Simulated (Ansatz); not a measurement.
Diamond, treated with PBE in Ansatz (plane waves, PAW).

Settings: plane-wave cutoff 520 eV, 16×16×16 k mesh, scalar-relativistic PAW data made under PBE.

Computed at the level's own relaxed cell.

Elastic tensor (GPa, Voigt notation, ions relaxed):

```
 1051.2   124.6   124.6     0.0     0.0     0.0
  124.6  1051.2   124.6     0.0     0.0     0.0
  124.6   124.6  1051.2     0.0     0.0     0.0
    0.0     0.0     0.0   558.1     0.0     0.0
    0.0     0.0     0.0     0.0   558.1     0.0
    0.0     0.0     0.0     0.0     0.0   558.1
```

Worked from these constants: the tetragonal shear constant is C′ = (C11 − C12)/2 = 463.3 GPa against C44 = 558.1 GPa, so the tetragonal shear is the softer. The Zener ratio C44/C′ is 1.20 (1 for an isotropic solid), and the Cauchy pressure C12 − C44 is -433.5 GPa. With C11 + 2C12 = 1300.4 GPa all three Born conditions hold; they don't test modes at the zone boundary.

Measured, for comparison: elastic constant C11 1081 GPa, elastic constant C12 125 GPa, elastic constant C44 579 GPa (low temperature, zero-point motion not removed; as tabulated in Tanner et al. (2021), arXiv:2110.11888). Computed (rounded) less measured: elastic constant C11 -3 %, elastic constant C12 0.0 %, elastic constant C44 -4 %.

Ansatz is a program for electronic structure.
